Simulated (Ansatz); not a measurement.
Process, species as SMILES: C=CCl → C=[C]Cl + H atom
B3LYP-D3(BJ)/def2-TZVP geometries, fixed; electronic energies without zero-point terms.
Largest species:
```
C
C 1 1.3205
H 1 1.0805 2 123.94
H 2 1.0811 1 122.25 3 180.00
H 2 1.0820 4 118.23 1 180.00
Cl 1 1.7376 3 112.62 2 180.00
```

Core correlation in the bond dissociation energy at CCSD(T) with Ansatz (a quantum-chemistry and plane-wave program), in kcal/mol: frozen core against 1s of Al to Cl frozen alone. Core-valence sets carry the plain set on hydrogen. An unrestricted Hartree-Fock determinant is markedly spin-contaminated. Open shells are unrestricted.

```csv
basis,"functions, most",frozen core
cc-pV(D+d)Z,66,110.67
cc-pCVDZ,78,111.15
cc-pV(T+d)Z,141,114.69
cc-pCVTZ,187,114.62
cc-pwCVTZ,187,114.61
```

**Question.** How large is the core term in each set?

**Answer.** The largest core-valence set, cc-pwCVTZ, gives a core term of 0.16 kcal/mol; the valence set cc-pV(T+d)Z, which lacks functions for the core, gives 1.03. By row: cc-pV(D+d)Z 0.17, cc-pCVDZ 0.16, cc-pV(T+d)Z 1.03, cc-pCVTZ 0.17, cc-pwCVTZ 0.16.
